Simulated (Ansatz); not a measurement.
Born–Oppenheimer molecular dynamics of BH5O (7 atoms, charge 0, multiplicity 1). It starts at the highest image of a converged band, a first-order saddle point between two minima.

Method: Ansatz 0.2.0, RKS B3LYP-D4/6-31G*.

```
ensemble                      : NVE (velocity Verlet)
time step                     : 0.5 fs
steps asked                   : 200
starting velocities drawn for : 100 K
seed                          : 6580
```

First frame:

```xyz
7
Properties=species:S:1:pos:R:3
B 0.075 -0.251 0.010
H -0.039 0.178 1.278
H 1.127 0.149 -0.380
H -0.948 0.050 -0.530
O 0.149 -1.786 0.425
H -0.723 -2.186 0.274
H -0.008 -0.842 1.272
```

Problem. What does the run give?

Solution. The run went to its last step.

| Quantity | Value |
| --- | --- |
| steps done | 200 |
| time covered | 100 fs |
| mean temperature over the second half | 2713 K |
| spread of the potential energy over the second half | 8.4 meV per atom |
| mean potential energy of the second half above the start | -241.2 meV per atom |

The conserved energy stayed within 0.21 meV per atom of its start (net change -0.0054 meV per atom), so the integration is sound. The system heated up, since it started high on the potential surface and ran downhill. A run of 0.1 ps of so small a system gives no equilibrium averages. The orbitals stay closed-shell, which can raise the energy where a bond breaks towards radicals; this wasn't checked here.

Problem. What happens to the structure?

Solution. The step under study would form B1–O5, H2–H7 and break B1–H2, O5–H7. These pairs go: B1–O5 1.59 → 1.37 Å, H2–H7 1.02 → 0.78 Å, B1–H2 1.34 → 11.99 Å, O5–H7 1.28 → 12.80 Å. In the last frame they stand as after the step (other bonds may differ from the relaxed reactants and products). Also parted: B1–H7 1.40 → 11.92 Å. It ends as BH3O + H2. Pairs count as bonded within 1.25 times the sum of covalent radii (0.12 Å more for H–H). Another seed would give other details.

Problem. How do temperature and energy run in time?

Solution. 
```csv
time (fs),T (K),potential energy less start (eV),conserved less start (meV/atom)
0.0,100,0.000,0.00
5.0,82,0.012,0.05
10.0,540,-0.284,0.08
15.0,1767,-1.078,-0.11
20.0,2643,-1.645,-0.16
25.0,2546,-1.580,0.08
30.0,2826,-1.763,-0.15
35.0,2691,-1.675,-0.05
40.0,2683,-1.669,0.03
45.0,2704,-1.684,-0.10
50.0,2781,-1.733,-0.06
55.0,2694,-1.676,0.04
60.0,2628,-1.635,-0.07
65.0,2848,-1.777,-0.11
70.0,2599,-1.615,0.07
75.0,2781,-1.733,-0.13
80.0,2688,-1.673,-0.04
85.0,2680,-1.667,0.03
90.0,2841,-1.773,-0.16
95.0,2546,-1.581,0.04
100.0,2829,-1.764,-0.01
```

Time of the run: 2.1 min on 1 thread of Arm Neoverse V2, on a shared host, peak memory 0.081 GiB.
